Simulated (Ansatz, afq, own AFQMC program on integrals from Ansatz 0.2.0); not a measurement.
# Atomization energy of PH$_{3}$, singlet

```xyz
4

P     0.3489   -0.3293   -0.3357
H     0.6337   -0.0339    1.0326
H    -1.0111   -0.6661   -0.0570
H     0.0285    1.0293   -0.6399
```

Atoms in their ground-state spins without spin–orbit coupling (mostly on UHF) minus the molecule (RHF), without zero-point energy. The geometry is a stationary point, not shown to be a minimum.

Basis def2-TZVP. Noble-gas cores (and the filled d shells of Ga–Kr and In–Xe) are frozen. AFQMC by an in-house program on the Cholesky factors that Ansatz 0.2.0 writes for its CCSD(T) run. ph-AFQMC/CISD is guided by a CISD state made of CCSD amplitudes; releasing the constraint for a short imaginary time cuts its bias at the price of noise, slowly where states lie close. ± is one standard error of the sampling. The errors of all members are added in quadrature.

No full CI on the walks' own integrals is used here; CCSDT(Q) serves as the reference and is uncertain by about the last step of the cluster series. Each member takes its own surest rung, up to full CI.

Errors are counted within def2-TZVP, not against nature.

Cautions: other spins of the molecule weren't checked.

Reference (CCSDT(Q)): 959.5 kJ/mol.

```json
{"level": "HF", "atomization energy (kJ/mol)": "717.5", "error against CCSDT(Q) (kJ/mol)": "-242.0"}
{"level": "MP2", "atomization energy (kJ/mol)": "921.9", "error against CCSDT(Q) (kJ/mol)": "-37.6"}
{"level": "CCSD", "atomization energy (kJ/mol)": "952.8", "error against CCSDT(Q) (kJ/mol)": "-6.7"}
{"level": "CCSD(T)", "atomization energy (kJ/mol)": "959.1", "error against CCSDT(Q) (kJ/mol)": "-0.4"}
{"level": "CCSDT", "atomization energy (kJ/mol)": "959.3", "error against CCSDT(Q) (kJ/mol)": "-0.2"}
{"level": "ph-AFQMC/CISD", "atomization energy (kJ/mol)": "959.5 ± 0.3", "error against CCSDT(Q) (kJ/mol)": "0.0 ± 0.3"}
{"level": "released AFQMC", "atomization energy (kJ/mol)": "959.6 ± 0.3", "error against CCSDT(Q) (kJ/mol)": "0.1 ± 0.3"}
```

Correlation beyond CCSD(T) adds 0.4 kJ/mol. The perturbative (T) step is worth +6.3 kJ/mol.

Released energies are given only where the last usable release times agree within the noise; a slower fall can still hide under it.
